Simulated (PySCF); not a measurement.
## Converging Si2 in the basis (MP2)

PySCF, UHF reference; triplet, unpaired electrons π ↑↑; De to Si + Si without counterpoise correction. Frozen cores follow the default of each basis and core potential.

```json
{"basis": "pcseg-1", "relativity": "no relativity", "functions": "36", "Re (Å)": "2.267", "ωe (cm⁻¹)": "504", "De (eV)": "2.56", "frozen orbitals": "10"}
{"basis": "def2-SVPD", "relativity": "no relativity", "functions": "48", "Re (Å)": "2.264", "ωe (cm⁻¹)": "520", "De (eV)": "2.81", "frozen orbitals": "10"}
{"basis": "def2-TZVPP", "relativity": "no relativity", "functions": "84", "Re (Å)": "2.252", "ωe (cm⁻¹)": "521", "De (eV)": "3.04", "frozen orbitals": "10"}
{"basis": "def2-TZVPPD", "relativity": "no relativity", "functions": "96", "Re (Å)": "2.250", "ωe (cm⁻¹)": "522", "De (eV)": "3.07", "frozen orbitals": "10"}
```

Problem. How does each smaller set differ from the one with most functions, def2-TZVPPD?

Solution. pcseg-1: +1.7 pm, -3.4 % in ωe, -0.51 eV in De; def2-SVPD: +1.4 pm, -0.4 % in ωe, -0.26 eV in De; def2-TZVPP: +0.2 pm, -0.2 % in ωe, -0.03 eV in De. All at MP2; the set with most functions is neither the basis-set limit nor always the best.

Correlated steps freeze 10 core orbitals. Correlated levels converge slowly with the basis: in double zeta they bind strong bonds too weakly, by up to about 1 eV, and carry superposition errors of some tenths. The state was picked by a PBE0 search and need not be the measured ground state.
